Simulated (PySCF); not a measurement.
**Li: electron affinity**

Li⁻ [He] 2s2 (1S) → Li [He] 2s1 (2S), as a difference of total energies. All numbers are calculated (PySCF 2.14, no relativity, point nucleus, in aug-cc-pCVDZ (5s4p2d, 27 functions)). Correlated levels: valence: 1s2 frozen. The calculations carry no spin-orbit coupling.

```
           method  electron affinity (eV)
              UHF                  -0.126
    MP2 (valence)                   0.314
SCS-MP2 (valence)                   0.402
   CCSD (valence)                   0.609
```

Errors of the correlated levels include the incompleteness of this basis and the frozen core.

A negative affinity means that the anion lies above the atom at that level of theory.

With two correlated electrons CCSD is exact in that space.

The coupled-cluster amplitudes are large for Li⁻ (T1 above 0.03 or a double amplitude above 0.15), so a single reference is strained.

Q: Which method comes closest to the reference value, and which is furthest?

A: The reference is 0.618 eV (measured; photodetachment measurements, as compiled on the Wikipedia data page of electron affinities). Closest: CCSD (valence) (error -0.009 eV); furthest: UHF (error -0.744 eV).
